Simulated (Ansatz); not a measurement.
C4H6S (`C=C1SC1C`). Total charge 0; spin multiplicity 1.

```tsv
atom	x (Å)	y (Å)	z (Å)
C1	-1.281	-1.004	1.208
C2	-0.341	-0.900	0.290
S3	1.078	-1.656	-0.348
C4	0.201	-0.089	-0.784
C5	0.880	1.220	-0.504
H6	-2.048	-0.243	1.288
H7	-1.315	-1.840	1.894
H8	-0.308	-0.158	-1.743
H9	1.383	1.191	0.463
H10	1.614	1.455	-1.277
H11	0.137	2.024	-0.486
```

Task: Give the diagnostics of a CCSD(T)/def2-TZVPP run (frozen core, Ansatz 0.2.0). (An estimate is asked.)

Result: Computed: T1 = 0.0119, largest single amplitude 0.015, largest double 0.037, (T) share of the correlation energy 4.7 %, 10 CCSD cycles. The RHF solution is stable towards an unrestricted one. T1 lies under the customary mark of 0.02 for closed shells.
